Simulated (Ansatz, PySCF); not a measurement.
Species: thiooxirane, C2H4S, charge 0, multiplicity 1. SMILES: C1CS1
Coordinates optimised at B3LYP-D3(BJ)/def2-TZVP (Ansatz, a program for electronic structure):
```
C
H 1 1.0824
H 1 1.0824 2 114.91
C 1 1.4789 2 118.24 3 147.30
H 4 1.0824 1 118.24 2 0.00
H 4 1.0824 5 114.91 1 147.30
S 1 1.8219 2 115.22 3 -137.55
```

Property: atomisation energy (electronic, to ground-state atoms), in kcal/mol. Correlated levels leave the core frozen unless marked. UHF or UKS for open shells. No spin-orbit coupling. Non-relativistic. The coupled-cluster limit lacks core correlation, which all-electron functionals hold. CBS marks a two-point X^-3 extrapolation of the correlation energy; Hartree-Fock from the larger set. The bracket is a focal-point correction in the basis named.

```csv
level,program,atomisation energy (kcal/mol)
B3LYP-D3(BJ)/def2-TZVPD,Ansatz + dftd3,623.9
PBE0/def2-SVP,Ansatz,630.6
M06-2X/def2-TZVPD,PySCF,627.1
RI-MP2/aug-cc-pV(T+d)Z,Ansatz,622.2
```

Estimate the value at RI-MP2/CBS(cc-pV(T+d)Z,cc-pV(Q+d)Z)+[CCSD(T)-MP2]/cc-pV(T+d)Z as computed with Ansatz.

625.1 kcal/mol, so RI-MP2/aug-cc-pV(T+d)Z differs from it by -2.9 kcal/mol.
